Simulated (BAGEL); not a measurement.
# PBE0/cc-pVDZ (density fitting with qzvpp-jkfit) run of C2H6Si (SMILES CC[SiH])

What is the energy change on altering one bond length of C2H6Si at PBE0/cc-pVDZ (density fitting with qzvpp-jkfit)? 

The calculation is run with BAGEL 1.2.2.

2 further runs of the same task are left out: 2 set aside as unsound or not needed.

### Step 1. The system as given

The species is C2H6Si (9 atoms), meant as a singlet with charge 0. As SMILES, `CC[SiH]`. The shape is that of a PBE0-D4/def2-TZVP optimisation. This is one conformer, not always the lowest.

Bond lengths: C1–C2 1.523 Å, C2–Si3 1.891 Å, C1–H4 1.094 Å, C1–H5 1.093 Å, C1–H6 1.092 Å, C2–H7 1.095 Å, C2–H8 1.111 Å, Si3–H9 1.532 Å. Some angles: C1–C2–Si3 121.0°, C1–C2–H7 111.7°, C1–C2–H8 109.8°, Si3–C2–H7 110.3°, Si3–C2–H8 97.9°, C2–C1–H4 112.0°, C2–C1–H5 111.1°, C2–C1–H6 111.0°, C2–Si3–H9 94.7°, H7–C2–H8 104.1°.

### Step 2. A single-point energy at PBE0/cc-pVDZ (density fitting with qzvpp-jkfit)

job.json

```json
{ "bagel": [

{
  "title": "molecule",
  "basis": "cc-pvdz.json",
  "df_basis": "qzvpp-jkfit",
  "angstrom": "true",
  "geometry": [
    { "atom": "C", "xyz": [      -0.593600,       0.495600,      -0.562700 ] },
    { "atom": "C", "xyz": [       0.423400,      -0.563800,      -0.158900 ] },
    { "atom": "Si", "xyz": [       1.475100,      -0.358700,       1.398700 ] },
    { "atom": "H", "xyz": [      -1.208900,       0.173100,      -1.407700 ] },
    { "atom": "H", "xyz": [      -0.098000,       1.423000,      -0.860500 ] },
    { "atom": "H", "xyz": [      -1.258400,       0.736300,       0.269500 ] },
    { "atom": "H", "xyz": [       1.051000,      -0.864800,      -1.004300 ] },
    { "atom": "H", "xyz": [      -0.103000,      -1.497700,       0.133400 ] },
    { "atom": "H", "xyz": [       0.401100,       0.410600,       2.175300 ] }
  ]
},

{
  "title": "ks",
  "xc_func": "pbe0"
},

{
  "title": "print",
  "file": "orbitals.molden",
  "orbitals": "true"
}

]}
```

The basis set cc-pVDZ is read from a file made from the Basis Set Exchange's data (not shown).

Run with:

```bash
$ BAGEL_NUM_THREADS=1 BAGEL job.json > job.out
```

The log of the run:

```text
* using 1 threads per process

  ===============================================================
  ===============================================================

  *** Geometry ***

  { "atom" : "C", "xyz" : [     -1.121741,      0.936548,     -1.063349 ] },
  { "atom" : "C", "xyz" : [      0.800110,     -1.065428,     -0.300277 ] },
  { "atom" : "Si", "xyz" : [      2.787535,     -0.677845,      2.643160 ] },
  { "atom" : "H", "xyz" : [     -2.284490,      0.327112,     -2.660167 ] },
  { "atom" : "H", "xyz" : [     -0.185193,      2.689080,     -1.626109 ] },
  { "atom" : "H", "xyz" : [     -2.378031,      1.391405,      0.509281 ] },
  { "atom" : "H", "xyz" : [      1.986102,     -1.634235,     -1.897852 ] },
  { "atom" : "H", "xyz" : [     -0.194642,     -2.830243,      0.252089 ] },
  { "atom" : "H", "xyz" : [      0.757969,      0.775922,      4.110721 ] },

  Number of auxiliary basis functions:      386

  Since a DF basis is specified, we compute 2- and 3-index integrals:
    o Being stored without compression. Storage requirement is 0.018 GB

  Number of basis functions:       76
  Number of electrons      :       32

    * METHOD: MOLECULE                             0.12

  *** Kohn-Sham DFT ***

    * Removing 15876 points whose weight is below 1.00e-10
    * Grid points: 118278

  === Nuclear Repulsion ===
    95.8004765819

       - DIIS with orbital gradients will be used.

  === KS iteration (pbe0 / cc-pvdz.json) ===
      0       -347.10244597          0.08368666           0.26
      1       -338.17347879          0.16100557           0.25
      2       -347.61943776          0.11159304           0.25
      3       -361.47493636          0.09931100           0.25
      4       -368.49701858          0.03824303           0.24
      5       -368.48070953          0.03407264           0.24
      6       -368.81803024          0.02235667           0.24
      7       -368.96715201          0.01156383           0.24
      8       -369.01907101          0.00256990           0.24
      9       -369.02124421          0.00063173           0.24
     10       -369.02138510          0.00017305           0.24
     11       -369.02139477          0.00004317           0.24
     12       -369.02139551          0.00000939           0.25
     13       -369.02139554          0.00000324           0.25
     14       -369.02139554          0.00000123           0.24
     15       -369.02139554          0.00000038           0.24
     16       -369.02139554          0.00000011           0.24
     17       -369.02139554          0.00000005           0.25
     18       -369.02139554          0.00000002           0.24
     19       -369.02139554          0.00000001           0.25
    * SCF iteration converged.

    * Permanent dipole moment:
           (    0.348469,    -0.001937,     0.376979) a.u.

    * METHOD: KS                                   5.44

    * METHOD: PRINT                                0.01

  ===============================================================
```

Run time: 6 s. Hardware: 1 thread of Arm Neoverse V2, shared host; peak memory 0.4 GiB.

### Step 3. The distorted shape at the same level

input.json

```json
{ "bagel" : [

{
  "title" : "molecule",
  "basis" : "cc-pvdz.json",
  "df_basis" : "qzvpp-jkfit",
  "angstrom" : true,
  "geometry" : [
    { "atom" : "C", "xyz" : [   -0.909087,    0.434075,   -1.029946 ] },
    { "atom" : "C", "xyz" : [    0.107913,   -0.625325,   -0.626146 ] },
    { "atom" : "Si", "xyz" : [    1.475100,   -0.358700,    1.398700 ] },
    { "atom" : "H", "xyz" : [   -1.524387,    0.111575,   -1.874946 ] },
    { "atom" : "H", "xyz" : [   -0.413487,    1.361475,   -1.327746 ] },
    { "atom" : "H", "xyz" : [   -1.573887,    0.674775,   -0.197746 ] },
    { "atom" : "H", "xyz" : [    0.735513,   -0.926325,   -1.471546 ] },
    { "atom" : "H", "xyz" : [   -0.418487,   -1.559225,   -0.333846 ] },
    { "atom" : "H", "xyz" : [    0.401100,    0.410600,    2.175300 ] }
  ]
},
{
  "title" : "ks",
  "xc_func" : "pbe0"
},
{
  "title" : "print",
  "file" : "orbitals.molden",
  "orbitals" : true
}

]}
```

The basis set cc-pVDZ is read from a file made from the Basis Set Exchange's data (not shown).

Run with:

```bash
$ BAGEL_NUM_THREADS=1 BAGEL input.json > input.out
```

The log of the run:

```text
* using 1 threads per process

  ===============================================================
  ===============================================================

  *** Geometry ***

  { "atom" : "C", "xyz" : [     -1.717925,      0.820283,     -1.946316 ] },
  { "atom" : "C", "xyz" : [      0.203926,     -1.181693,     -1.183244 ] },
  { "atom" : "Si", "xyz" : [      2.787535,     -0.677845,      2.643160 ] },
  { "atom" : "H", "xyz" : [     -2.880674,      0.210846,     -3.543134 ] },
  { "atom" : "H", "xyz" : [     -0.781377,      2.572815,     -2.509076 ] },
  { "atom" : "H", "xyz" : [     -2.974215,      1.275140,     -0.373686 ] },
  { "atom" : "H", "xyz" : [      1.389918,     -1.750501,     -2.780819 ] },
  { "atom" : "H", "xyz" : [     -0.790826,     -2.946508,     -0.630878 ] },
  { "atom" : "H", "xyz" : [      0.757969,      0.775922,      4.110721 ] },

  Number of auxiliary basis functions:      386

  Since a DF basis is specified, we compute 2- and 3-index integrals:
    o Being stored without compression. Storage requirement is 0.018 GB

  Number of basis functions:       76
  Number of electrons      :       32

    * METHOD: MOLECULE                             0.12

  *** Kohn-Sham DFT ***

    * Removing 15015 points whose weight is below 1.00e-10
    * Grid points: 119139

  === Nuclear Repulsion ===
    85.7830839781

       - DIIS with orbital gradients will be used.

  === KS iteration (pbe0 / cc-pvdz.json) ===
      0       -351.23728054          0.08608129           0.27
      1       -351.54764371          0.13025419           0.25
      2       -349.68561848          0.10556550           0.25
      3       -359.75821551          0.10476883           0.25
      4       -368.16406352          0.04227558           0.25
      5       -366.97493277          0.04748714           0.25
      6       -368.84778977          0.01790914           0.25
      7       -368.90335644          0.01278298           0.25
      8       -368.97303319          0.00324223           0.25
      9       -368.97963862          0.00121006           0.24
     10       -368.98028228          0.00017723           0.24
     11       -368.98029841          0.00006123           0.24
     12       -368.98029976          0.00001054           0.24
     13       -368.98029982          0.00000420           0.25
     14       -368.98029983          0.00000139           0.25
     15       -368.98029984          0.00000049           0.25
     16       -368.98029984          0.00000021           0.25
     17       -368.98029984          0.00000009           0.24
     18       -368.98029984          0.00000002           0.25
     19       -368.98029984          0.00000000           0.25
    * SCF iteration converged.

    * Permanent dipole moment:
           (    0.088096,    -0.038586,    -0.055948) a.u.

    * METHOD: KS                                   5.54

    * METHOD: PRINT                                0.01

  ===============================================================
```

Wall time 6 s (1 thread of Arm Neoverse V2, shared host); peak memory 0.41 GiB.

### Step 4. What came out

Level: PBE0/cc-pVDZ (density fitting with qzvpp-jkfit).

| quantity | value |
| --- | --- |
| first shape: total energy | -369.02140 Eh |
| first shape: dipole moment | 1.30 D |
| first shape: HOMO energy | -6.16 eV |
| first shape: LUMO energy | -2.41 eV |
| first shape: HOMO–LUMO gap | 3.75 eV |
| distorted shape: total energy | -368.98030 Eh |
| distorted shape: dipole moment | 0.28 D |
| distorted shape: HOMO energy | -6.17 eV |
| distorted shape: LUMO energy | -2.95 eV |
| distorted shape: HOMO–LUMO gap | 3.23 eV |
| energy change with the C2–Si3 bond stretched from 1.891 to 2.458 Å | 1.118 eV |

What this shows: With the C2–Si3 bond stretched from 1.891 to 2.458 Å the energy rises by 1.12 eV (108 kJ/mol). The first shape isn't relaxed at this level, so the change isn't measured from a minimum.
